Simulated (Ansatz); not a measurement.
# BFH3N (built from SMILES NBF): a reaction path by the nudged elastic band

Aim: the minimum-energy path between two given structures and its highest point. Both ends were relaxed at PBE0-D4 in triple zeta.

Computed with Ansatz 0.2.0, Gaussian basis. Level: PBE0-D4/def2-SVP.

16 further runs of the same task are left out: 16 set aside as unsound or not needed.

## (1) The system as given

The first end: 6 atoms, charge 0, spin multiplicity 1.

Atoms are counted from 1 here; the program's logs count them from 0.

Bond lengths: B1–F2 1.338 Å, B1–N3 1.389 Å, B1–H5 1.196 Å, N3–H4 1.006 Å, N3–H6 1.004 Å. Angles: F2–B1–N3 119.2°, F2–B1–H5 119.0°, N3–B1–H5 121.8°, B1–N3–H4 122.9°, B1–N3–H6 122.4°, H4–N3–H6 114.6°.

As a file:

```
B    -0.1937    0.5397   -0.3311
F     0.1722    1.7253    0.1684
N     0.1889   -0.6219    0.3283
H     0.7346   -0.6164    1.1739
H    -0.8428    0.5093   -1.3356
H    -0.0590   -1.5360   -0.0038
```

The second end:

```csv
atom,x (Å),y (Å),z (Å)
B1,-0.62815,-0.11825,-0.96692
F2,0.97827,1.28636,1.44316
N3,-0.09332,-0.82186,-0.09782
H4,0.60642,0.61645,0.90507
H5,-1.11090,0.59928,-1.75607
H6,0.24767,-1.56197,0.47268
```

## (2) The band at PBE0-D4/def2-SVP

neb/in.yaml reads:

```yaml
crystal:
  periodic: [false, false, false]
  atoms:
    - {symbol: B, position_ang: [-0.193744, 0.539685, -0.331115]}
    - {symbol: F, position_ang: [0.172165, 1.725268, 0.168443]}
    - {symbol: N, position_ang: [0.188885, -0.621884, 0.328348]}
    - {symbol: H, position_ang: [0.734563, -0.616386, 1.173897]}
    - {symbol: H, position_ang: [-0.842823, 0.509322, -1.335636]}
    - {symbol: H, position_ang: [-0.059046, -1.536005, -0.003838]}
basis:
  gaussian: {orbitals: def2-SVP}
hamiltonian: {xc: pbe0, dispersion: d4}
neb:
  images: 5
  climbing: true
  max_iterations: 40
  initial_path: idpp
  final_atoms:
    - {symbol: B, position_ang: [-0.628147, -0.118255, -0.966920]}
    - {symbol: F, position_ang: [0.978270, 1.286363, 1.443163]}
    - {symbol: N, position_ang: [-0.093318, -0.821862, -0.097821]}
    - {symbol: H, position_ang: [0.606425, 0.616451, 0.905067]}
    - {symbol: H, position_ang: [-1.110902, 0.599277, -1.756066]}
    - {symbol: H, position_ang: [0.247672, -1.561974, 0.472678]}
```

The run is started by

```
ansatz run in.yaml --threads 2 --pin off --events-out ev --progress --plain --max-ram 4352MiB
```

The log of the run:

```text
Functional definition: PBE0
  name "PBE0"
  cite "Adamo & Barone, J. Chem. Phys. 110, 6158 (1999) doi:10.1063/1.478522"
  cite "Perdew, Burke & Ernzerhof, Phys. Rev. Lett. 77, 3865 (1996) doi:10.1103/PhysRevLett.77.3865"
  parent pbe
  parameter a = 0.25
  parameter kappa = 0.804
  parameter beta = 0.06672455060314922
  exchange = (1 - a)*pbe_x(kappa = kappa, mu = beta*pi^2/3) + a*exact_x
  correlation = pbe_c(beta = beta)
625 factors; integrals over basis functions are off by at most 2.6e-4 eV
mean field evaluation 1: about -4921.2532 eV, gradient 4.9e1 eV
mean field evaluation 2: about -4918.1312 eV, gradient 6.1e1 eV
mean field evaluation 4: about -4925.6857 eV, gradient 2.2e0 eV
mean field evaluation 8: about -4925.6915 eV, gradient 9.2e-3 eV
mean field -4925.69148731 eV, -181.0158234049 hartree, gradient 3.5e-5 eV, S^2 0.000000; 0 other end points of the search recorded, 0 dependent functions left out
the calculation of the forces begins
reference -4925.69150725 eV, -181.0158241376 hartree; 12, 12 occupied and 45, 45 virtual orbitals, 625 factors
[... from here to the last solve, the lines of the solves are left out (96 solves) ...]
WARN: NEB end point (image 0): max|allowed force component| = 2.710e-1 eV/Å (the criterion of neb.relax_end_points is 1.000e-2). That is over neb.f_tol: it is no minimum, so the barrier can be far off. Relax it first
WARN: NEB end point (image 6): max|allowed force component| = 2.361e-1 eV/Å (the criterion of neb.relax_end_points is 1.000e-2). That is over neb.f_tol: it is no minimum, so the barrier can be far off. Relax it first
NEB iter   1: max|band force component| = 4.802e0 eV/Å  barrier→ = 5.7738 eV  barrier← = 2.7815 eV  Δτ_max = 0.2000 Å  (161 SCF iters)
NEB iter   2: max|band force component| = 3.420e0 eV/Å  barrier→ = 4.0029 eV  barrier← = 1.0106 eV  Δτ_max = 0.2000 Å  (139 SCF iters)
NEB iter   3: max|band force component| = 1.162e1 eV/Å  barrier→ = 3.7570 eV  barrier← = 0.7647 eV  Δτ_max = 0.1005 Å  (141 SCF iters)
NEB iter   4: max|band force component| = 2.241e0 eV/Å  barrier→ = 3.3787 eV  barrier← = 0.3864 eV  Δτ_max = 0.1679 Å  (135 SCF iters)
NEB iter   5: max|band force component| = 3.455e0 eV/Å  barrier→ = 3.3434 eV  barrier← = 0.3511 eV  Δτ_max = 0.0815 Å  (133 SCF iters)
NEB iter   6: max|band force component| = 1.205e0 eV/Å  barrier→ = 3.3023 eV  barrier← = 0.3100 eV  Δτ_max = 0.0600 Å  (122 SCF iters)
NEB iter   7: max|band force component| = 3.566e-1 eV/Å  barrier→ = 3.2776 eV  barrier← = 0.2853 eV  CI = image 3  Δτ_max = 0.0826 Å  (120 SCF iters)
NEB iter   8: max|band force component| = 3.574e-1 eV/Å  barrier→ = 3.2661 eV  barrier← = 0.2738 eV  CI = image 3  Δτ_max = 0.0421 Å  (119 SCF iters)
NEB iter   9: max|band force component| = 1.333e-1 eV/Å  barrier→ = 3.2616 eV  barrier← = 0.2693 eV  CI = image 3  Δτ_max = 0.0397 Å  (121 SCF iters)
NEB iter  10: max|band force component| = 8.349e-2 eV/Å  barrier→ = 3.2610 eV  barrier← = 0.2687 eV  CI = image 3  Δτ_max = 0.0253 Å  (117 SCF iters)
NEB iter  11: max|band force component| = 7.740e-2 eV/Å  barrier→ = 3.2603 eV  barrier← = 0.2680 eV  CI = image 3  Δτ_max = 0.0178 Å  (117 SCF iters)
627 factors; integrals over basis functions are off by at most 1.2e-3 eV
mean field -4922.43843536 eV, -180.8962759510 hartree, gradient 1.8e-6 eV, S^2 0.000000; 0 other end points of the search recorded, 0 dependent functions left out
the calculation of the forces begins
reference -4922.43845559 eV, -180.8962766944 hartree; 12, 12 occupied and 45, 45 virtual orbitals, 627 factors
NEB iter  12: max|band force component| = 2.176e-2 eV/Å  barrier→ = 3.2601 eV  barrier← = 0.2678 eV  CI = image 3  CI's point: of a kind that is not told: the force calls were inconclusive, a negative curvature could not be distinguished from the path's own, the only one lies far off the path, or fixed occupations may fill a level only in part  Δτ_max = 0.0000 Å  (862 SCF iters)
Total energy: -4922.47616147 eV, -180.8976623598 hartree
Atom 0 at    -0.327952     0.157993    -0.517518 Å, force    -0.014587     0.001325    -0.018581 eV/Å
Atom 1 at     0.474069     1.344577     0.658397 Å, force     0.009583    -0.011263     0.011166 eV/Å
Atom 2 at     0.074707    -0.867069     0.165207 Å, force     0.009990    -0.002490     0.014435 eV/Å
Atom 3 at     0.621466     0.388383     0.939862 Å, force    -0.010686     0.007057    -0.012721 eV/Å
Atom 4 at    -0.837356     0.844371    -1.345710 Å, force     0.004142     0.000054     0.005386 eV/Å
Atom 5 at    -0.004935    -1.868254     0.099861 Å, force     0.001558     0.005316     0.000316 eV/Å
Dipole moment:    -0.056631    -0.236478    -0.074502 e Å
```

It took 70 s on 2 threads of Intel Xeon Platinum 8259CL at 2.50GHz, shared host.

The last band:

```csv
image,path (Å),energy (kJ/mol),F2–H4 (Å),B1–F2 (Å),N3–H4 (Å)
0,0.00,0.0,2.61,1.34,1.01
1,0.51,30.5,2.06,1.35,1.02
2,1.02,188.5,1.45,1.50,1.15
3,1.54,314.5,1.01,1.85,1.57
4,2.07,293.4,0.94,2.42,1.87
5,2.60,285.8,0.93,2.87,1.92
6,3.13,288.7,0.94,3.22,1.89
```

The highest image, 3:

```
B    -0.3280    0.1580   -0.5175
F     0.4741    1.3446    0.6584
N     0.0747   -0.8671    0.1652
H     0.6215    0.3884    0.9399
H    -0.8374    0.8444   -1.3457
H    -0.0049   -1.8683    0.0999
```

## (3) Summary of results

| quantity | value |
| --- | --- |
| PBE0-D4/def2-SVP, 12 iterations | highest 314.5 kJ/mol (image 3), last end +288.7 kJ/mol |
| from earlier runs: barrier over the separately found saddle, CCSD(T)/def2-TZVPP | 315.5 kJ/mol |

The highest image lies 314.5 kJ/mol above the first end, and it climbed, so it estimates the saddle. The ends are not quite minima at this level (largest force component 0.27 eV/Å), so the heights are unreliable: relaxing the first end would lower it and raise the barrier above it. The highest image is 0.9 kJ/mol below the CCSD(T) barrier in triple zeta, which comes from separate runs on the saddle.
